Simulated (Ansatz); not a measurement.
1T (CdI2-type) HfTe2 (structure not from a measured cell) was calculated with PBEsol in Ansatz (PAW).

Numerical settings: plane-wave cutoff 500 eV, 12×12×6 k mesh (along the axes of the cell as run), Fermi–Dirac smearing 0.05 eV, scalar-relativistic PAW data made under PBE.

Computed at the level's own relaxed cell.

Problem. What does this level give for the volume per atom, lattice parameter a and lattice parameter c?

Solution. 
* **volume per atom**: 28.70 Å³/atom
* **lattice parameter a**: 3.876 Å
* **lattice parameter c**: 6.619 Å

Note: the cell comes from a level without a dispersion term, which matters for the spacing of layers, chains or molecules; the relaxation could not lower the start's symmetry, so the cell can be a saddle point above a distorted one.

Spin–orbit coupling is not included.

Static lattice: no zero-point or thermal effects.

It cost around 2.6 core-minutes (rough) of CPU time.

Ansatz is an electronic-structure program.
